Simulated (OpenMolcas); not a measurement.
# CClF2 (chlorodifluoromethyl radical): USVWN5/pcseg-1 (RICD fitting)

What is the electrostatic solvation energy at fixed shape (PCM, dimethylsulfoxide) of CClF2 (chlorodifluoromethyl radical) at USVWN5/pcseg-1 (RICD fitting)? 

Program for the calculation: OpenMolcas 26.06.

3 further runs of the same task are left out: 1 that didn't finish, 2 set aside as unsound or not needed.

## (1) The molecule

CClF2: 4 atoms, total charge 0, spin state doublet. As SMILES, `F[C](F)Cl`. The shape is that of a PBE0-D4/def2-TZVP optimisation.

Bond lengths: F1–C2 1.315 Å, C2–F3 1.315 Å, C2–Cl4 1.719 Å. Angles: F1–C2–F3 110.6°, F1–C2–Cl4 114.1°, F3–C2–Cl4 114.1°.

## (2) Energy and gradient at USVWN5/pcseg-1 (RICD fitting)

Input file job.inp:

```
&gateway
baslib
$CurrDir
coord
4
angstrom
F        0.026200       0.169300       1.294600
C       -0.230600      -0.190200       0.056400
F        0.573000      -1.160700      -0.318600
Cl      -0.313000       1.121200      -1.052700
basis
pcseg-1
group
NoSym
ricd
&seward
&scf
uhf
spin
2
ksdft
SVWN5
prorbitals
1 2
&alaska
```

The basis set pcseg-1 is read from a file made from the Basis Set Exchange's data (not shown).

Launch:

```sh
export MOLCAS_MEM=1860
pymolcas job.inp > job.log
```

Standard output (excerpt; [...] marks lines left out):

```text
--- Start Module: gateway ---
[...]
--- Stop Module: gateway /rc=_RC_ALL_IS_WELL_ ---
[...]
      Basis functions           60
[...]
--- Start Module: scf ---
[...]
       Convergence after  13 Iterations
[...]
::    Total KS-DFT energy                            -694.7825010761
[...]
      Total spin, S                                     0.5005246036
[...]
      Total electronic charge=   41.000000
      Total            charge=   -0.000000
[...]
      Dipole Moment (debye):
      Origin of the operator (angstrom)=   -0.0274    0.2129   -0.2071
                   X= -4.7316E-03               Y=  1.8868E-01               Z= -1.5729E-01           Total=  2.4569E-01
      Quadrupole Moment (debye*angstrom):
[...]
--- Stop Module: scf /rc=_RC_ALL_IS_WELL_ ---
[...]
--- Start Module: alaska ---
[...]
 *              Molecular gradients               *
 **************************************************
  Irreducible representation: a
 ------------------------------------------------------------------------------------------
                              X                       Y                       Z
 ------------------------------------------------------------------------------------------
  F1               -1.69485742059661E-03   -1.95272314045347E-03   -3.80798835816520E-03
  C2                5.90859181897940E-03    4.49608409841451E-03   -1.72389856477112E-03
  F3               -3.53540636311145E-03    2.51016269411508E-03    1.59506506619778E-03
  CL4              -6.78328035279563E-04   -5.05352365213696E-03    3.93682185675104E-03
 ------------------------------------------------------------------------------------------
--- Stop Module: alaska /rc=_RC_ALL_IS_WELL_ ---
[...]
```

It took 3.9 s on 1 thread of Arm Neoverse V2, shared host.

## (3) Energy and gradient at USVWN5/pcseg-1 (RICD fitting, PCM dimethylsulfoxide)

Input file job.inp:

```
&GATEWAY
  BASLIB=$CurrDir
  COORD
  4
  angstrom
  F        0.026200       0.169300       1.294600
  C       -0.230600      -0.190200       0.056400
  F        0.573000      -1.160700      -0.318600
  Cl      -0.313000       1.121200      -1.052700
  BASIS=pcseg-1
  GROUP=NoSym
  RICD
  RF-INPUT
  PCM-Model
  Solvent=dimethylsulfoxide
  End of RF-Input

&SEWARD

&SCF
  UHF
  SPIN=2
  KSDFT=SVWN5
  ITERATIONS=79
  CORE
  PRORBITALS=1 2

&ALASKA
```

The basis set pcseg-1 is read from a file made from the Basis Set Exchange's data (not shown).

Launch:

```sh
export MOLCAS_MEM=1860
pymolcas job.inp > job.log
```

Standard output (excerpt; [...] marks lines left out):

```text
--- Start Module: gateway ---
[...]
--- Stop Module: gateway /rc=_RC_ALL_IS_WELL_ ---
[...]
      Basis functions           60
[...]
--- Start Module: scf ---
[...]
       Convergence after  21 Iterations
[...]
::    Total KS-DFT energy                            -694.7830311838
[...]
      Total spin, S                                     0.5005259297
[...]
      Total electronic charge=   41.000000
      Total            charge=   -0.000000
[...]
      Dipole Moment (debye):
      Origin of the operator (angstrom)=   -0.0274    0.2129   -0.2071
                   X= -1.0174E-02               Y=  1.9990E-01               Z= -1.6816E-01           Total=  2.6142E-01
      Quadrupole Moment (debye*angstrom):
[...]
--- Stop Module: scf /rc=_RC_ALL_IS_WELL_ ---
[...]
--- Start Module: alaska ---
[...]
 *              Molecular gradients               *
 **************************************************
  Irreducible representation: a
 ------------------------------------------------------------------------------------------
                              X                       Y                       Z
 ------------------------------------------------------------------------------------------
  F1               -1.72128485743173E-03   -1.98280428322661E-03   -4.08119378854366E-03
  C2                6.04073071442279E-03    4.24725199004428E-03   -1.48046840312799E-03
  F3               -3.65829488006852E-03    2.76394439633165E-03    1.64721800819301E-03
  CL4              -6.70159928620961E-04   -5.01037122122838E-03    3.89972293919527E-03
 ------------------------------------------------------------------------------------------
--- Stop Module: alaska /rc=_RC_ALL_IS_WELL_ ---
[...]
```

Wall time 6.9 s (1 thread of Arm Neoverse V2, shared host).

## (4) Outcome

Level: USVWN5/pcseg-1 (RICD fitting).

| quantity | value |
| --- | --- |
| gas phase: total energy | -694.78250 Eh |
| gas phase: dipole moment | 0.25 D |
| gas phase: HOMO energy (highest over α and β) | -5.61 eV |
| gas phase: LUMO energy (lowest over α and β) | -4.02 eV |
| gas phase: ⟨S²⟩ | 0.751 |
| gas phase: largest force on an atom | 0.392 eV/Å |
| PCM, dimethylsulfoxide: total energy | -694.78303 Eh |
| PCM, dimethylsulfoxide: dipole moment | 0.26 D |
| PCM, dimethylsulfoxide: HOMO energy (highest over α and β) | -5.54 eV |
| PCM, dimethylsulfoxide: LUMO energy (lowest over α and β) | -3.94 eV |
| PCM, dimethylsulfoxide: ⟨S²⟩ | 0.751 |
| PCM, dimethylsulfoxide: largest force on an atom | 0.387 eV/Å |
| energy change from gas to solvent at fixed shape | -0.014 eV |

In words: The solvent model (PCM, dimethylsulfoxide) lowers the energy by 0.01 eV (−1.4 kJ/mol) at the same shape. It holds the electrostatic part alone, without cavity or dispersion terms. The largest force (PCM, dimethylsulfoxide) is 0.39 eV/Å: the shape isn't a stationary point for this species at this level. The largest force (gas phase) is 0.39 eV/Å: the shape isn't a stationary point for this species at this level. Mulliken charges (gas phase) run from -0.17 on F1 to +0.37 on C2.
